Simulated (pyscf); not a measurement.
# Four-centre exchange: `[CH3][Zn][NH2]` + `[NH3]` -> `[CH3][Zn][NH2]` + `[NH3]`

Gas phase, singlet surface, charge 0. Bonds broken: N3–H7, N9–H10. Bonds formed: N3–H10, H7–N9. Structures and frequencies: ωB97X-D3(BJ)/def2-SVP in PySCF.

Transition state (Å):

```xyz
12

C     -3.6311     0.2965    -0.2490
Zn    -1.7458    -0.1065    -0.1307
N      0.0726    -0.4499     0.0114
H     -3.9267     0.5413    -1.2823
H     -4.2469    -0.5557     0.0823
H     -3.8906     1.1604     0.3848
H      0.6405    -0.2055     1.0230
H      0.4656    -1.2857    -0.4242
N      1.6400     0.9072     1.1460
H      0.8467     0.4464    -0.0417
H      2.6428     0.7282     1.2308
H      1.4702     1.7815     1.6484
```

One imaginary mode, 1866i cm⁻¹; descent along it reached the two sides named, in the forms told below.

| bond | change | reactant side (Å) | saddle | product side |
|---|---|---|---|---|
| N3–H7 | breaks | 1.020 | 1.186 | 2.197 |
| N9–H10 | breaks | 1.029 | 1.501 | 3.4 |
| N3–H10 | forms | 2.177 | 1.186 | 1.022 |
| H7–N9 | forms | 3.4 | 1.501 | 1.029 |

Electronic energies relative to the separated reactants (kJ/mol):

```json
[
 {"level": "ωB97X-D3(BJ)/def2-TZVP", "barrier": "217.3", "reaction energy": "0.0", "reverse barrier": "217.3"},
 {"level": "PBE/def2-TZVP", "barrier": "178.6", "reaction energy": "0.0", "reverse barrier": "178.6"},
 {"level": "r²SCAN/def2-TZVP", "barrier": "194.9", "reaction energy": "0.0", "reverse barrier": "194.9"},
 {"level": "B3LYP-D3(BJ)/def2-TZVP", "barrier": "203.9", "reaction energy": "0.0", "reverse barrier": "203.9"},
 {"level": "PBE0-D3(BJ)/def2-TZVP", "barrier": "195.6", "reaction energy": "0.0", "reverse barrier": "195.6"},
 {"level": "M06-2X/def2-TZVP", "barrier": "206.9", "reaction energy": "0.0", "reverse barrier": "206.9"},
 {"level": "ωB97M-D3(BJ)/def2-TZVP", "barrier": "213.3", "reaction energy": "0.0", "reverse barrier": "213.3"},
 {"level": "HF/def2-TZVP", "barrier": "293.0", "reaction energy": "0.0", "reverse barrier": "293.0"}
]
```

With ωB97M-D3(BJ)/def2-TZVP energies and thermal terms (ideal gas, 1 atm, RRHO with modes under 100 cm⁻¹ raised to 100, one conformer, R ln 2 for chiral ones without a mode under 150 cm⁻¹), in kJ/mol:

| T (K) | ΔH‡ | ΔG‡ | ΔH | ΔG |
|---|---|---|---|---|
| 298 | 200.5 | 244.9 | 0.0 | 0.0 |
| 600 | 201.0 | 290.0 | 0.0 | 0.0 |
| 900 | 204.2 | 333.9 | 0.0 | 0.0 |
| 1200 | 208.2 | 376.6 | 0.0 | 0.0 |

On the reactant side the descent ends in an adduct with a N–Zn contact (not fully relaxed), 41.9 kJ/mol under the separated species and 259.3 kJ/mol under the saddle at ωB97X-D3(BJ)/def2-TZVP. On the product side the descent ends in an adduct with a N–Zn contact (not fully relaxed), 43.1 kJ/mol under the separated species and 260.4 kJ/mol under the saddle at ωB97X-D3(BJ)/def2-TZVP. The same reactants have a lower exit, to CH₄ + H₂N–Zn–NH₂ (barrier +120.0 kJ/mol at ωB97M-D3(BJ)/def2-TZVP, against +213.3 kJ/mol here). Another saddle between the same species, by other bonds, lies lower (19.5 kJ/mol against 213.3 kJ/mol at ωB97M-D3(BJ)/def2-TZVP). Elements up to Kr have no core potential and no relativistic terms here.
